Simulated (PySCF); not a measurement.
B(OH)₂ + 2 HF → BF₂ + 2 H₂O

Level: PBE0 in the def2-TZVP basis family, all electrons, no relativity, computed in PySCF with density fitting; open shells unrestricted.

```tsv
species	state and structure	E (Eh)	ZPE (kJ/mol)	H(298 K) − H(0) (kJ/mol)	S° (J/(mol K))
B(OH)₂	doublet, Cs, B–O 1.341 Å, B–O 1.355 Å, O–H 0.959 Å, O–H 0.967 Å; B–O–H 113.4°, B–O–H 113.8°, O–B–O 123.3°	-176.40971	82.3	12.0	259.7
HF	singlet, C∞v, H–F 0.920 Å	-100.39188	24.9	8.7	173.6
BF₂	doublet, C2v, B–F 1.306 Å (×2); F–B–F 121.1°	-224.44583	18.7	10.5	246.6
H₂O	singlet, C2v, O–H 0.960 Å (×2); H–O–H 105.1°	-76.37736	56.5	9.9	188.7
```

(1) What is the electronic reaction energy?

(2) Add zero-point, thermal and entropy terms for 298.15 K and 1 bar.

Results:

(1) At PBE0/def2-TZVP, ΔE = -18.6 kJ/mol from the differences of the total energies times 2625.5, downhill. 

(2) ΔZPE = -0.4 and Δ[H(298) − H(0)] = 0.9 kJ/mol give ΔH° = -18.1 kJ/mol. ΔS° = 17.1 J/(mol K), so ΔG° = -18.1 − 298.15 × (0.0171) = -23 kJ/mol and log₁₀K = 4.1.

The structures come from searches over a few start shapes, so lower isomers are not excluded.
